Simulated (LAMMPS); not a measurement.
## fcc Cu

Level of theory: the machine-learned potential SNAP Cu_Zuo_JPCA2020.snap (LAMMPS).

Cell (relaxed at this level):

```cif
data_Cu
_chemical_formula_sum 'Cu1'
_space_group_name_H-M_alt 'P 1'
_space_group_IT_number 1
_cell_length_a 2.56946
_cell_length_b 2.56946
_cell_length_c 2.56946
_cell_angle_alpha 60.000
_cell_angle_beta 60.000
_cell_angle_gamma 60.000
loop_
_space_group_symop_operation_xyz
  'x, y, z'
loop_
_atom_site_label
_atom_site_type_symbol
_atom_site_fract_x
_atom_site_fract_y
_atom_site_fract_z
_atom_site_occupancy
Cu1 Cu 0.00000 0.00000 0.00000 1
```

```yaml
vacancy_formation_energy: 1.19 eV
```

Measured, for comparison: vacancy formation energy 1.35 ± 0.07 eV (midpoint of the printed range, monovacancy, our sources range from 1.05 to 1.35; as tabulated in Mehl and Papaconstantopoulos (1996), arXiv:mtrl-th/9602003). Computed (rounded) less measured: vacancy formation energy not scored (sources differ).

A machine-learned potential is trained on density-functional data: it inherits that level's misses and adds fitting errors of its own.
